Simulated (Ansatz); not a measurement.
Two isomers of C5H10O2: A = `CC(C)(C)C(=O)O`, B = `CC(C)(C)OC=O`.

Computed with Ansatz on PBE0-D4/def2-TZVP structures; ΔE is electronic, products minus reactants. CCSD(T)/CBS is the MP2 limit (def2-TZVPP, def2-QZVPP) plus CCSD(T) − MP2 in def2-TZVPP, frozen cores. DFT in def2-TZVPP. B3LYP here is the variant with VWN-RPA as its local correlation; programs differ in this. Each species was taken in one conformer, which may not be the lowest.

A:

Z-matrix (Å, degrees):
```
C
C 1 1.531
H 1 1.091 2 111.4
H 1 1.093 2 109.3 3 119.9
H 1 1.093 2 111.2 3 -121.1
C 2 1.522 1 110.3 3 -179.6
C 2 1.531 1 109.8 3 -57.9
C 2 1.518 1 108.7 3 61.0
H 6 1.093 2 109.6 1 60.7
H 6 1.091 2 111.2 1 -59.3
H 6 1.091 2 111.2 1 -179.3
H 7 1.093 2 109.3 1 -62.0
H 7 1.090 2 111.4 1 57.9
H 7 1.093 2 111.2 1 178.9
O 8 1.201 2 125.9 1 120.1
O 8 1.347 2 112.3 1 -59.8
H 16 0.967 8 106.3 2 180.0
```

B:

```xyz
17

C    -1.3263    0.3176    1.0929
C    -0.1388    0.0614    0.1847
C     0.5789    1.3599   -0.1403
C     0.7915   -0.9723    0.7954
O    -0.7617   -0.4803   -1.0240
C    -0.0352   -0.8350   -2.0737
O     1.1548   -0.7768   -2.1994
H    -0.9844    0.7298    2.0441
H    -2.0154    1.0286    0.6337
H    -1.8664   -0.6101    1.2905
H     1.4396    1.1888   -0.7843
H     0.9229    1.8213    0.7881
H    -0.1019    2.0575   -0.6329
H     1.6532   -1.1590    0.1571
H     1.1449   -0.6091    1.7630
H     0.2597   -1.9119    0.9604
H    -0.7153   -1.2104   -2.8552
```

Task: Which isomer does CCSD(T)/CBS put lower? Give the gap. (Estimate.)

Result: Computed: A, by 11.9 kcal/mol.

Task: Give E(B) − E(A) in kcal/mol with HF/def2-TZVPP, MP2/def2-TZVPP, B2PLYP, PBE0-D4, B3LYP, PBE-D4, ωB97M-V. (Best estimate.)

Result: Computed: HF/def2-TZVPP 11.0, MP2/def2-TZVPP 12.9, B2PLYP 10.8, PBE0-D4 12.1, B3LYP 10.1, PBE-D4 11.0, ωB97M-V 11.8. None reverses the order clearly.

Largest T1 diagnostic: 0.013.

Leaving LDA and LC-ωPBE aside and taking each functional with its dispersion term where it has one, the values, not all of them listed here, spread over 3.5 kcal/mol, from BLYP-D4 to PBE-QIDH. From r2SCAN to r2SCAN0 (25 % exact exchange), in def2-TZVPP and without D4, E(B) − E(A) moves by +1.0 kcal/mol.
